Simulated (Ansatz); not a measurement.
C4H4ClF, SMILES `FC#CCCCl`, relaxed with RKS PBE-D4/def2-SVP in the Gaussian-basis code of Ansatz from a rough embedded geometry. The force threshold is 0.03 eV/Å; the program also tests the step.

The species carries charge 0 and has multiplicity 1.

Start:

```xyz
10

F     3.270    1.300    1.144
C     2.049    0.664    0.875
C     0.991    0.092    0.646
C    -0.201   -0.591    0.268
C    -1.007    0.113   -0.776
Cl   -2.550   -0.714   -1.143
H    -0.840   -0.628    1.215
H    -0.020   -1.626   -0.010
H    -1.264    1.201   -0.509
H    -0.428    0.189   -1.710
```

```json
{"step": "1", "energy (eV)": "-19427.5304", "largest force (eV/Å)": "3.054", "largest move (Å)": "0.000"}
{"step": "2", "energy (eV)": "-19427.8962", "largest force (eV/Å)": "1.515", "largest move (Å)": "0.057"}
{"step": "3", "energy (eV)": "-19427.9586", "largest force (eV/Å)": "0.814", "largest move (Å)": "0.047"}
{"step": "4", "energy (eV)": "-19427.9685", "largest force (eV/Å)": "0.059", "largest move (Å)": "0.014"}
{"step": "5", "energy (eV)": "-19427.9690", "largest force (eV/Å)": "0.195", "largest move (Å)": "0.023"}
{"step": "6", "energy (eV)": "-19427.9695", "largest force (eV/Å)": "0.010", "largest move (Å)": "0.005"}
```

End:

```xyz
10

F     3.180    1.293    1.114
C     2.078    0.682    0.857
C     1.039    0.084    0.635
C    -0.222   -0.587    0.319
C    -0.992    0.146   -0.786
Cl   -2.539   -0.701   -1.155
H    -0.864   -0.651    1.224
H    -0.034   -1.633   -0.005
H    -1.243    1.180   -0.479
H    -0.403    0.187   -1.722
```

It took 12 s on 4 threads of an Intel Xeon Platinum 8259CL on a shared host, with 0.17 GiB of host memory at the peak.
